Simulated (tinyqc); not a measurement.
Inside a calculation. Method: MP2 on RHF in the sto-3g basis, for H2O, spin multiplicity 1. One step of it, computed by the program tinyqc.

Question. Iteration 1: diagonalisation and new density. Diagonalise F' = X^T F X, C = X C', fill 5 alpha and 5 beta electrons from the bottom; D = 2 C_occ C_occ^T. Each column has its largest component positive (the first on a tie).

Fock matrix F (hartree):
```
             1O 1s      1O 2s     1O 2px     1O 2py     1O 2pz      2H 1s      3H 1s
1O 1s   -20.366071  -5.199194   0.000000   0.000000  -0.007198  -0.798014  -0.798014
1O 2s    -5.199194  -2.558056   0.000000   0.000000  -0.072234  -0.827247  -0.827247
1O 2px    0.000000   0.000000  -0.255670   0.000000   0.000000   0.000000   0.000000
1O 2py    0.000000   0.000000   0.000000  -0.353860   0.000000  -0.333872   0.333872
1O 2pz   -0.007198  -0.072234   0.000000   0.000000  -0.292793  -0.224168  -0.224168
2H 1s    -0.798014  -0.827247   0.000000  -0.333872  -0.224168  -0.380045  -0.243199
3H 1s    -0.798014  -0.827247   0.000000   0.333872  -0.224168  -0.243199  -0.380045
```

X:
```
            1O 1s      1O 2s    1O 2px     1O 2py     1O 2pz      2H 1s      3H 1s
1O 1s    1.023524  -0.135702  0.000000   0.000000  -0.005922   0.018541   0.018541
1O 2s   -0.135702   1.143763  0.000000   0.000000   0.055680  -0.210506  -0.210506
1O 2px   0.000000   0.000000  1.000000   0.000000   0.000000   0.000000   0.000000
1O 2py   0.000000   0.000000  0.000000   1.075657   0.000000  -0.175319   0.175319
1O 2pz  -0.005922   0.055680  0.000000   0.000000   1.025446  -0.096567  -0.096567
2H 1s    0.018541  -0.210506  0.000000  -0.175319  -0.096567   1.113759  -0.045344
3H 1s    0.018541  -0.210506  0.000000   0.175319  -0.096567  -0.045344   1.113759
```

Give: F' = X^T F X; orbital energies; coefficients C; D after iteration 1.

Answer.

F' = X^T F X (hartree):
```
         1       2       3       4       5       6       7
1  -19.991  -2.686   0.000   0.000  -0.025  -0.084  -0.084
2   -2.686  -1.457   0.000   0.000   0.048  -0.426  -0.426
3    0.000   0.000  -0.256   0.000   0.000   0.000   0.000
4    0.000   0.000   0.000  -0.166   0.000  -0.342   0.342
5   -0.025   0.048   0.000   0.000  -0.228  -0.195  -0.195
6   -0.084  -0.426   0.000  -0.342  -0.195  -0.021  -0.087
7   -0.084  -0.426   0.000   0.342  -0.195  -0.087  -0.021
```

orbital energies (hartree): MO1 -20.375, MO2 -1.351, MO3 -0.548, MO4 -0.363, MO5 -0.256, MO6 0.304, MO7 0.448

coefficients C:
```
           MO1     MO2     MO3     MO4    MO5     MO6     MO7
1O 1s    0.994  -0.244   0.000   0.070  0.000   0.116   0.000
1O 2s    0.024   0.910   0.000  -0.355  0.000  -0.681   0.000
1O 2px   0.000   0.000   0.000   0.000  1.000   0.000   0.000
1O 2py   0.000   0.000   0.691   0.000  0.000   0.000   0.861
1O 2pz   0.002   0.059   0.000   0.843  0.000  -0.599   0.000
2H 1s   -0.004   0.131   0.370   0.260  0.000   0.735  -0.752
3H 1s   -0.004   0.131  -0.370   0.260  0.000   0.735   0.752
```

D after iteration 1:
```
         1O 1s   1O 2s  1O 2px  1O 2py  1O 2pz   2H 1s   3H 1s
1O 1s    2.106  -0.446   0.000   0.000   0.093  -0.035  -0.035
1O 2s   -0.446   1.908   0.000   0.000  -0.492   0.054   0.054
1O 2px   0.000   0.000   2.000   0.000   0.000   0.000   0.000
1O 2py   0.000   0.000   0.000   0.955   0.000   0.511  -0.511
1O 2pz   0.093  -0.492   0.000   0.000   1.428   0.453   0.453
2H 1s   -0.035   0.054   0.000   0.511   0.453   0.443  -0.104
3H 1s   -0.035   0.054   0.000  -0.511   0.453  -0.104   0.443
```
